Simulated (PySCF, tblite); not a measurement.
# C6H9 radical: geometry, infrared bands and EPR parameters

Wanted: the infrared bands and EPR parameters of C6H9 radical (`CC(C)[C@@H]1[C]=C1`), by calculation.

The runs use tblite 0.8.0 and PySCF 2.14.0, with density-fitted response routines of our own; the level of theory stands in each step. All values are computed, except where a source is named. Atoms are numbered from 0 throughout.

## (1) Starting geometry

15 atoms, charge 0, multiplicity 2; geometry from: force field or distance geometry start.

Bonds of the start (Å): C0–C1 1.50, C1–C2 1.52, C1–C3 1.51, C3–C4 1.48, C4–C5 1.34, C5–C3 1.49, C0–H6 1.12, C0–H7 1.10, C0–H8 1.12, C1–H9 1.09, C2–H10 1.10, C2–H11 1.12, C2–H12 1.13, C3–H13 1.12, C5–H14 1.07.

## (2) Relaxing the molecule with GFN2-xTB

What the job is given:

```
{"job": {"kind": "relax", "xc": "GFN2-xTB", "basis": "xTB"}, "charge": 0, "multiplicity": 2}
C     -0.909800     1.336800     0.156500
C     -0.153300     0.136200    -0.343400
C     -1.059900    -1.079900    -0.426800
C      0.913700    -0.234800     0.653100
C      1.990700     0.697800     1.044700
C      2.290200    -0.192000     0.091300
H     -2.002600     1.126300     0.066000
H     -0.572000     1.610900     1.161900
H     -0.628800     2.189100    -0.508400
H      0.326900     0.370400    -1.298000
H     -0.945800    -1.620000    -1.381100
H     -2.128600    -0.769000    -0.309300
H     -0.842400    -1.780200     0.428500
H      0.739800    -1.160500     1.251500
H      2.977300    -0.623200    -0.608400
```

On the command line:

```bash
$ OMP_NUM_THREADS=1 python probes_run.py task.json out
```

This one command runs all jobs of the session in turn.

**Question.** This job is followed by: GFN2-xTB harmonic vibrations, gas phase; UKS B3LYP, pcH-1 on C H, non-relativistic, mean-field spin-orbit, GIAO. Predict these results of the whole session: strongest single infrared mode (GFN2-xTB); zero-point energy (GFN2-xTB); g(iso) (B3LYP); ⟨S²⟩; largest a(iso) (averaged by class); surface potential, 1st and 99th percentile.

As calculated:

| quantity | value |
| --- | --- |
| strongest single infrared mode (GFN2-xTB) | 3034 cm⁻¹, 82 km/mol |
| zero-point energy (GFN2-xTB) | 79.5 kcal/mol |
| g(iso) (B3LYP) | 2.00266 |
| ⟨S²⟩ | 0.756 (exact 0.75) |
| largest a(iso) (averaged by class) | 13C on C4, 430.1 MHz |
| surface potential, 1st and 99th percentile | -0.88 V and 1.35 V |

In words: Over 98 steps the energy fell by 0.874 eV; of the close pairs, C3–C5 changed most, 1.487 to 1.583 Å. No mode is imaginary among the 39: a minimum at this level. Unscaled tight-binding wavenumbers are off by several per cent, some by more. Its intensities can rank the bands wrongly. The largest share of the spin, 0.65 e, sits on C4. The isotropic g lies 0.3 ppt above the free-electron value.
